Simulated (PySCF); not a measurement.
**Telling isomers of C4H6O2 apart by NMR**

- B3LYP/pcJ-1 coupling constants (spin–dipole term left out of most H,H and C,H couplings)
- GIAO PBE0/pcSseg-1 shieldings
- geometry: PBE0-D3(BJ)/def2-SVP
- run in PySCF 2.14
- equivalent nuclei averaged, no relativistic terms, one computed conformer, in vacuum

δ = σ(ref) − σ, references computed at the same level: ¹H (31.27 ppm) and ¹³C (184.41 ppm) against TMS. Multiplet labels drop J under 1 Hz and among equivalent protons, and merge close values. Unscaled 3J(H,H) run several per cent high. Acid and N–H amide carbonyl carbons lie up to 10 ppm further downfield in solution (hydrogen bonding). Shifts are as computed. Against solution values, carbons near 30 ppm lie about +2 ppm off and those near 130 ppm about +5 ppm. Of 1309 compounds with measured shifts, 239 miss one by over three times the rms of a fit or turn the order of signals round; such compounds aren't used in these exercises. OH and NH positions are gas-phase values without hydrogen bonding to other molecules.

(1) Tabulate the signals of `C=C(C)C(=O)O`, `C=CC(=O)OC` and their relative energies.

(2) What is the quickest way to tell C=C(C)C(=O)O from C=CC(=O)OC?

Answers

(1) 
| SMILES | carbon types | δC | δH | E rel. (kcal/mol) |
| --- | --- | --- | --- | --- |
| C=C(C)C(=O)O | 2×C 1×CH2 1×CH3 | 169.4, 143.4, 135.6, 21.5 | 6.57 (quint, 1H), 6.06 (quint, 1H), 5.50 (br s, 1H), 1.96 (t, 3H) | 0.0 |
| C=CC(=O)OC | 1×C 1×CH 1×CH2 1×CH3 | 170.2, 141.6, 135.7, 51.9 | 6.95 (m, 1H), 6.17 (m, 1H), 6.12 (m, 1H), 3.66 (s, 3H) | 12.5 |

Energies are electronic energies at PBE0/pcSseg-1 on these geometries, without zero-point or thermal terms, each for the one conformer computed, which needn't be the lowest.

(2) Both give the same number of carbon signals, but DEPT or the intensities differ. The first has an allylic methyl carbon (CH3) at 21.5 ppm, the second an α carbon of a C=C–C=O unit (CH) at 135.7 ppm. Their most deshielded carbons lie at 169.4 and 170.2 ppm.
